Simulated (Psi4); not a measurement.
# SiPH4 (SMILES [SiH2]P) at UTPSSh/def2-SVPD

What is the vertical electron affinity of SiPH4 at UTPSSh/def2-SVPD? 

Program for the calculation: Psi4 1.11.

## 1. Starting point

SiPH4 has 6 atoms, charge 0, and is taken as a doublet. SMILES: `[SiH2]P`. Geometry: relaxed at GFN2-xTB. This is one conformer, not always the lowest.

Bond lengths: Si1–P2 2.220 Å, Si1–H3 1.467 Å, Si1–H4 1.466 Å, P2–H5 1.384 Å, P2–H6 1.384 Å. Angles: Si1–P2–H5 96.4°, Si1–P2–H6 96.4°, P2–Si1–H3 109.7°, P2–Si1–H4 109.7°, H5–P2–H6 92.6°, H3–Si1–H4 109.1°.

## 2. Energy and forces at UTPSSh/def2-SVPD

input.json reads:

```json
{
  "schema_name": "qcschema_input",
  "schema_version": 1,
  "molecule": {
    "schema_name": "qcschema_molecule",
    "schema_version": 2,
    "symbols": ["Si", "P", "H", "H", "H", "H"],
    "geometry": [0.24003301, -1.86349673, -0.19777874, -0.63999355, 2.21097957, 0.26875685, -0.56808947, -3.25921065, 2.05587085, -1.09464275, -2.86163117, -2.41185745, 0.82142615, 3.0559706, -1.72966632, 1.2412666, 2.71738837, 2.01469371],
    "molecular_charge": 0,
    "molecular_multiplicity": 2,
    "fix_symmetry": "c1",
    "fix_com": true,
    "fix_orientation": true
  },
  "driver": "gradient",
  "model": {
    "method": "tpssh",
    "basis": "def2-SVPD"
  },
  "keywords": {
    "reference": "uks",
    "puream": true,
    "e_convergence": 1e-09,
    "d_convergence": 1e-08,
    "scf_type": "pk",
    "dft_radial_points": 99,
    "dft_spherical_points": 590,
    "maxiter": 200,
    "scf_properties": ["WIBERG_LOWDIN_INDICES", "QUADRUPOLE", "MAYER_INDICES"]
  }
}
```

Started as:

```sh
$ psi4 --qcschema input.json -n 1 --memory 1600MB
```

stdout:

```text
[...]
  Running in c1 symmetry.
[...]
  Nuclear repulsion =   83.322954453196203
[...]
  Multiplicity = 2
[...]
  Nalpha       = 17
  Nbeta        = 16
[...]
    Number of basis functions: 80
[...]
   @UKS iter   1:  -632.99619802376878   -2.55747e-01   3.14760e-03 ADIIS/DIIS
[...]
   @UKS iter  12:  -633.04395054172835   -1.93268e-12   3.64493e-09 DIIS
[...]
   @S^2 Observed:                7.538045564E-01
[...]
    Orbital Energies [Eh]
    ---------------------
    Alpha Occupied:
       1A    -76.922206     2A    -65.987871     3A     -6.491328
       4A     -5.229148     5A     -4.645787     6A     -4.644804
       7A     -4.642531     8A     -3.583799     9A     -3.579241
      10A     -3.578458    11A     -0.642045    12A     -0.504194
      13A     -0.395750    14A     -0.343568    15A     -0.333373
      16A     -0.288182    17A     -0.198359
    Alpha Virtual:
      18A      0.000699    19A      0.001881    20A      0.005450
      21A      0.027797    22A      0.039928    23A      0.062902
      24A      0.094637    25A      0.100964    26A      0.116617
[...]
  @UKS Final Energy:  -633.04395054172835
   => Energetics <=
    Nuclear Repulsion Energy =             83.3229544531962034
    One-Electron Energy =               -1040.9015312010310481
    Two-Electron Energy =                 365.7617203164358557
    DFT Exchange-Correlation Energy =     -41.2270941103293893
    Empirical Dispersion Energy =           0.0000000000000000
    VV10 Nonlocal Energy =                  0.0000000000000000
    Total Energy =                       -633.0439505417283499
[...]
 Multipole Moments:
 ------------------------------------------------------------------------------------
     Multipole            Electronic (a.u.)      Nuclear  (a.u.)        Total (a.u.)
 ------------------------------------------------------------------------------------
 L = 1.  Multiply by 2.5417464519 to convert [e a0] to [Debye]
 Dipole X            :          6.0502139           -5.8394806            0.2107333
 Dipole Y            :         -6.6510244            6.7282565            0.0772320
 Dipole Z            :         -1.2082110            1.1914912           -0.0167198
 Magnitude           :                                                    0.2250619
 L = 2.  Multiply by 1.3450342976 to convert [e a0^2] to [Debye ang]
 Quadrupole XX       :        -33.6210080           10.6869501          -22.9340579
 Quadrupole XY       :         17.6932744          -16.6201555            1.0731188
[...]
  -Total Gradient:
     Atom            X                  Y                   Z
    ------   -----------------  -----------------  -----------------
       1       -0.011911614976     0.003000315146     0.001649809073
       2        0.022301329703    -0.001997672286    -0.002706376063
       3        0.003654821754     0.004460145070    -0.008175907076
       4        0.005515651359     0.003050553946     0.007778943261
       5       -0.008056234663    -0.005656658280     0.016056932483
       6       -0.011503011679    -0.002854762020    -0.014603430434
[...]
```

The result, in JSON:

```text
{
 "driver": "gradient",
 "model": {
  "method": "tpssh",
  "basis": "def2-SVPD"
 },
 "success": true,
 "return_result": [-0.01191161497638718, 0.0030003151456653586, 0.0016498090733970752, 0.022301329703392048, -0.0019976722857853457, -0.002706376062503839, 0.0036548217538797043, 0.0044601450704626205, -0.00817590707647349, 0.005515651358675905, 0.0030505539455554856, 0.007778943260937116, -0.008056234662701861, -0.005656658280294047, 0.016056932483494463, -0.011503011678644648, -0.0028547620195520512, -0.014603430433753922],
 "properties": {
  "calcinfo_nbasis": 80,
  "calcinfo_nmo": 80,
  "calcinfo_nalpha": 17,
  "calcinfo_nbeta": 16,
  "calcinfo_natom": 6,
  "nuclear_repulsion_energy": 83.3229544531962,
  "return_energy": -633.0439505417283,
  "return_gradient": [-0.01191161497638718, 0.0030003151456653586, 0.0016498090733970752, 0.022301329703392048, -0.0019976722857853457, -0.002706376062503839, 0.0036548217538797043, 0.0044601450704626205, -0.00817590707647349, 0.005515651358675905, 0.0030505539455554856, 0.007778943260937116, -0.008056234662701861, -0.005656658280294047, 0.016056932483494463, -0.011503011678644648, -0.0028547620195520512, -0.014603430433753922],
  "scf_one_electron_energy": -1040.901531201031,
  "scf_two_electron_energy": 365.76172031643586,
  "scf_xc_energy": -41.22709411032939,
  "scf_dipole_moment": [0.2107333153699651, 0.07723203970346848, -0.01671981619854246],
  "scf_total_energy": -633.0439505417283,
  "scf_total_gradient": [-0.01191161497638718, 0.0030003151456653586, 0.0016498090733970752, 0.022301329703392048, -0.0019976722857853457, -0.002706376062503839, 0.0036548217538797043, 0.0044601450704626205, -0.00817590707647349, 0.005515651358675905, 0.0030505539455554856, 0.007778943260937116, -0.008056234662701861, -0.005656658280294047, 0.016056932483494463, -0.011503011678644648, -0.0028547620195520512, -0.014603430433753922],
  "scf_iterations": 12
 }
}
```

It took 36 s on 1 thread of Intel Xeon 6975P-C (Granite Rapids), shared host; peak memory 0.9 GiB.

## 3. The singlet anion: the energy at TPSSh/def2-SVPD

job.inp reads:

```
memory 1600 mb

molecule molecule1 {
  -1 1
  Si     0.127020    -0.986120    -0.104660
  P     -0.338670     1.170000     0.142220
  H     -0.300620    -1.724700     1.087920
  H     -0.579260    -1.514310    -1.276300
  H      0.434680     1.617150    -0.915300
  H      0.656850     1.437980     1.066130
  units angstrom
  symmetry c1
  no_reorient
  no_com
}

set {
  basis                def2-SVPD
  puream               true
  e_convergence        1e-09
  d_convergence        1e-08
  scf_type             pk
  dft_radial_points    99
  dft_spherical_points 590
}

energy_value, wavefunction = energy('tpssh', return_wfn=True)
```

Started as:

```sh
$ psi4 job.inp job.out -n 1
```

job.out:

```text
[...]
  Running in c1 symmetry.
[...]
  Nuclear repulsion =   83.322954502856035
[...]
  Multiplicity = 1
[...]
  Nalpha       = 17
  Nbeta        = 17
[...]
    Number of basis functions: 80
[...]
   @RKS iter   1:  -632.93313714810995   -1.92686e-01   4.86325e-03 ADIIS/DIIS
[...]
   @RKS iter  11:  -633.06932134406122   -3.52429e-12   3.37799e-09 DIIS
[...]
    Orbital Energies [Eh]
    ---------------------
    Doubly Occupied:
       1A    -76.721715     2A    -65.730032     3A     -6.290319
       4A     -4.971744     5A     -4.445907     6A     -4.443814
       7A     -4.440198     8A     -3.324699     9A     -3.323211
      10A     -3.319438    11A     -0.439939    12A     -0.273041
      13A     -0.203150    14A     -0.128005    15A     -0.124468
      16A     -0.074331    17A      0.058477
[...]
  @RKS Final Energy:  -633.06932134406122
   => Energetics <=
    Nuclear Repulsion Energy =             83.3229545028560352
    One-Electron Energy =               -1048.1758861444463946
    Two-Electron Energy =                 373.2070714424698963
    DFT Exchange-Correlation Energy =     -41.4234611449408376
    Empirical Dispersion Energy =           0.0000000000000000
    VV10 Nonlocal Energy =                  0.0000000000000000
    Total Energy =                       -633.0693213440612226
[...]
 Multipole Moments:
 ------------------------------------------------------------------------------------
     Multipole            Electronic (a.u.)      Nuclear  (a.u.)        Total (a.u.)
 ------------------------------------------------------------------------------------
 L = 1.  Multiply by 2.5417464519 to convert [e a0] to [Debye]
 Dipole X            :          5.6503988           -5.8394805           -0.1890817
 Dipole Y            :         -5.7945725            6.7282565            0.9336840
 Dipole Z            :         -1.0814382            1.1914912            0.1100530
 Magnitude           :                                                    0.9589731
[...]
```

Wall time 20 s (1 thread of Intel Xeon 6975P-C (Granite Rapids), shared host); peak memory 0.88 GiB.

## 4. What came out

Level: UTPSSh/def2-SVPD.

| quantity | value |
| --- | --- |
| doublet SiPH4: total energy | -633.04395 Eh |
| doublet SiPH4: dipole moment | 0.57 D |
| doublet SiPH4: HOMO energy (highest over α and β) | -5.40 eV |
| doublet SiPH4: LUMO energy (lowest over α and β) | -2.97 eV |
| doublet SiPH4: ⟨S²⟩ | 0.754 |
| doublet SiPH4: largest force on an atom | 1.160 eV/Å |
| singlet anion: total energy | -633.06932 Eh |
| singlet anion: HOMO energy | 1.59 eV |
| singlet anion: LUMO energy | 4.63 eV |
| singlet anion: HOMO–LUMO gap (to an unbound level, set by the basis) | 3.04 eV |
| vertical electron affinity (to the singlet anion) | 0.690 eV |

**Reading.** At fixed nuclei the extra electron is bound by 0.69 eV (15.9 kcal/mol). The largest force (doublet SiPH4) is 1.16 eV/Å: the shape isn't a stationary point for this species at this level. The HOMO (singlet anion) lies at positive energy, 1.59 eV; only total energies tell whether the electron is bound.
